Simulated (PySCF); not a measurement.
Orbital energies and ionisation energy

Species: FHO.
Cartesian coordinates in Å at the PBE0-D3(BJ)/def2-TZVP level; atoms count from 1:
```xyz
3
FHO angstrom
O     -0.4564    0.1827   -0.1745
F      0.1031   -0.7275    0.7403
H      0.3595    0.5096   -0.5825
```

The species is `OF` (FHO).

Level: wB97X-D/aug-cc-pVTZ (PySCF). Frontier orbitals with their largest atomic shares (Löwdin; up to four atoms above 4 %):

| orbital | ε (eV) | main atoms |
| --- | --- | --- |
| HOMO−3 | -16.32 | F2 49 %, O1 44 %, H3 6 % |
| HOMO−2 | -15.68 | F2 66 %, O1 29 %, H3 4 % |
| HOMO−1 | -13.09 | F2 61 %, O1 34 %, H3 4 % |
| HOMO | -11.25 | ? |
| LUMO | 0.63 | H3 42 %, O1 32 %, F2 26 % |
| LUMO+1 | 1.01 | H3 59 %, O1 24 %, F2 17 % |
| LUMO+2 | 3.35 | O1 55 %, H3 36 %, F2 9 % |

Problem. What vertical ionisation energy does ΔSCF give, and how far is −ε(HOMO) from it?

Solution. ΔSCF: 12.84 eV (1239 kJ/mol; threshold wavelength 96.5 nm); ⟨S²⟩ of the doublet left behind is 0.755, against 0.75 for a pure doublet. −ε(HOMO) is 11.25 eV, 1.59 eV below it. In exact Kohn–Sham theory the two would be equal; wB97X-D (range-separated hybrid) falls short of its own ΔSCF value by 12 %. Holes in the HOMO−1 and HOMO−2 were tried too where these lie within 1.2 eV of the HOMO; the lowest converged state counts.

Problem. On which atoms does the HOMO lie?

Solution. O1 (hydroxyl oxygen) 62 %, F2 (fluorine bonded to O) 32 %, H3 (hydroxyl hydrogen) 7 %, so more than half of it is on one atom. The HOMO−1 lies 1.84 eV lower.

Problem. What total energies stand behind the ΔSCF value?

Solution. E(N) = -175.55729 Eh and E(N − 1) = -175.08537 Eh at the same geometry, 0.47192 Eh apart.

Problem. How many of the 10 lowest singlet excitations (vertical TDDFT, same level) lie below the ionisation energy?

Solution. All 10; they run from 5.13 to 11.08 eV.

Problem. What kinetic energy would electrons from this vertical process carry with He I light (21.218 eV)?

Solution. 21.22 − 12.84 = 8.38 eV.

Geometry: PBE0-D3(BJ)/def2-TZVP; no solvent, vibrations or thermal averaging.

wB97X-D is run here without its empirical dispersion term; that term would change no orbital, density or response property at a fixed geometry.
